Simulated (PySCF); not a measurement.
One ligand Y is varied and pulled off as a radical: Cd(F)1–Y. Isolated molecules, 0 K electronic values unless said otherwise. One relaxed conformer stands for each flexible species; it need not be the lowest. Multiplicities are imposed; where one is given, others were not computed. Strings in code marks are SMILES.

Quantity: electronic energy of homolysis of the metal–ligand bond (relaxed doublet parts, no counterpoise, zero-point or spin–orbit term), in kcal/mol.

Case: Cl: [Cd(F)(Cl)]. The other species in the difference include [Cd(F)] (neutral, multiplicity 2). Geometry of [Cd(F)(Cl)] (neutral, multiplicity 1, Å):

```xyz
3

Cd    -0.0333     0.0077    -0.0453
F      1.6478     0.4126     0.8260
Cl    -2.0111    -0.4686    -1.0723
```

**Question.** Predict the electronic energy of homolysis of the metal–ligand bond (relaxed doublet parts, no counterpoise, zero-point or spin–orbit term) from B3LYP/6-31G* (LANL2DZ on Cd) // BP86-D3(BJ)/def2-SVP (PySCF).

**Answer.** 83.4 kcal/mol.
